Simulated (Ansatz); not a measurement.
`CCC(O)(O)F` → 3 C• + F• + 7 H• + 2 O•  (atomization)

Program: Ansatz. Geometries: PBE0-D4/def2-TZVP. ΔE: electronic, gas phase. CBS: MP2 limit from def2 TZ/QZ plus the TZ coupled-cluster correction, frozen cores. This one scheme is used for every species, atoms too. Functionals use def2-TZVPP. B3LYP here is the variant with VWN-RPA as its local correlation; programs differ in this. No spin–orbit coupling; open shells (•) take unrestricted orbitals. Spin–orbit coupling would lower the free atoms: a little for C, F, O. One conformer a species, not always the lowest.

`CCC(O)(O)F`:

```xyz
13

C    -1.631    0.185    0.161
C    -0.381   -0.667    0.061
C     0.848    0.125   -0.335
O     1.150    1.181    0.517
O     1.905   -0.745   -0.460
F     0.629    0.743   -1.538
H    -1.510    0.984    0.895
H    -2.484   -0.425    0.462
H    -1.866    0.647   -0.798
H    -0.503   -1.460   -0.680
H    -0.161   -1.158    1.014
H     1.321    0.811    1.388
H     2.682   -0.220   -0.686
```

| level | ΔE (kcal/mol) | difference from CCSD(T)/CBS |
| --- | --- | --- |
| PBE-D4 | 1268.8 | 31.3 |
| r2SCAN-D4 | 1239.9 | 2.4 |
| PBE0-D4 | 1239.6 | 2.1 |
| B3LYP-D4 | 1231.3 | -6.2 |
| B2PLYP | 1221.7 | -15.8 |
| PBE | 1263.5 | 26.0 |
| r2SCAN | 1238.5 | 1.0 |
| PBE0 | 1235.2 | -2.3 |
| B3LYP | 1222.9 | -14.6 |
| HF/def2-TZVPP | 879.7 | -357.8 |
| MP2/def2-TZVPP | 1233.4 | -4.1 |
| SCS-MP2/def2-TZVPP | 1220.4 | -17.1 |
| MP2/def2-QZVPP | 1251.9 | 14.4 |
| SCS-MP2/def2-QZVPP | 1240.9 | 3.4 |
| MP2/CBS(def2) | 1264.9 | 27.4 |
| CCSD/CBS(def2) | 1218.1 | -19.4 |
| CCSD(T)/CBS | 1237.5 | 0 |

Largest T1 diagnostic among the species: 0.011.

The D4 term adds +8.4 kcal/mol with B3LYP and +4.4 kcal/mol with PBE0; it sums over pairs of atoms, weighted by their polarisabilities, and B3LYP, whose exchange is more repulsive, gets the larger term. In def2-TZVPP, CCSD(T) changes the Hartree–Fock value by +326.3 kcal/mol (the triples alone add +19.4 kcal/mol) and MP2 by +353.7 kcal/mol; breaking electron pairs costs correlation energy, which Hartree–Fock lacks. From PBE to PBE0 (25 % exact exchange), in def2-TZVPP and without D4, ΔE moves by −28.3 kcal/mol: exact exchange takes away binding that semilocal exchange gives to molecules.

For atomizations the MP2-based limit and the directly extrapolated one differ by several kJ/mol either way, and by 10 to 25 for some Ge, Se and Sn compounds, so smaller differences from it don't rank the levels.
